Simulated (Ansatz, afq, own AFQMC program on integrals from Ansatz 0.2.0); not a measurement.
**Where AFQMC and coupled cluster stand for CH⁺, singlet**

```yaml
atoms:
  - { symbol: C, position_ang: [0.0000, 0.0000, 0.0000] }
  - { symbol: H, position_ang: [0.0000, 0.0000, 1.1404] }
```

Basis cc-pVTZ. Only valence electrons are correlated. AFQMC by an in-house program on the Cholesky factors that Ansatz 0.2.0 writes for its CCSD(T) run. ph-AFQMC/CISD is guided by a CISD state made of CCSD amplitudes; releasing the constraint for a short imaginary time cuts its bias at the price of noise, slowly where states lie close. Free projection: walkers drawn from exp(T), propagated without any constraint. Its projection time is finite, and what remains of the start isn't in its error. ± is one standard error of the sampling.

Determinant: RHF, the one that the program's search chose, which needn't be the lowest solution. The geometry is a PBE0/def2-TZVP stationary point of this or a neighbouring charge and spin state.

Full CI on the same integrals is exact in this basis and with this determinant's frozen core.

Cautions: restricted determinant unstable towards unrestricted (UHF 278 meV lower, ⟨S²⟩ 0.53).

```
T1 diagnostic                               : 0.0106
weight of the determinant in the CISD state : 0.923
size of the correlated space                : 4 electrons in 43 orbitals
```

```json
{"level": "MP2", "correlation energy (eV)": "-2.3089"}
{"level": "CCSD", "correlation energy (eV)": "-3.1077"}
{"level": "CCSD(T)", "correlation energy (eV)": "-3.1667"}
```

(1) Estimate where AFQMC with the constraint released lies against CCSD(T) on the same integrals.

(1) 0.82 ± 0.31 mEh below CCSD(T).

Reference: full CI, correlation energy -3.181 eV. The released energy is read at 2.40 1/Eh (meV from the phaseless value at times in 1/Eh: -15 ± 15 at 0.24, -8 ± 8 at 0.51, -5 ± 7 at 0.99, 8 ± 10 at 1.62, -5 ± 9 at 2.40).

```json
{"level": "CCSD(T)", "E − E(reference) (mEh)": "0.54", "share of correlation (%)": "99.54"}
{"level": "CCSDT", "E − E(reference) (mEh)": "0.12", "share of correlation (%)": "99.89"}
{"level": "CCSDT(Q)", "E − E(reference) (mEh)": "0.03", "share of correlation (%)": "99.97"}
{"level": "ph-AFQMC/CISD", "E − E(reference) (mEh)": "-0.08 ± 0.26", "share of correlation (%)": "100.07"}
{"level": "released AFQMC", "E − E(reference) (mEh)": "-0.28 ± 0.31", "share of correlation (%)": "100.24"}
{"level": "free AFQMC", "E − E(reference) (mEh)": "-0.22 ± 0.29", "share of correlation (%)": "100.19"}
```

CCSDT and higher add their correlation energy to the determinant of the CCSD(T) run, since their own runs factorise the integrals more tightly (a shift of under 2 meV). Free projections are given only where their last times agree within the noise and don't stop above the reference; a slow remainder of the start can still hide under it. A walk keeps the symmetry of its determinant, which the program's search chose and which needn't be the lowest solution, so a lower state of the same spin and another symmetry isn't excluded. Released energies are given only where the last usable release times agree within the noise; a slower fall can still hide under it.
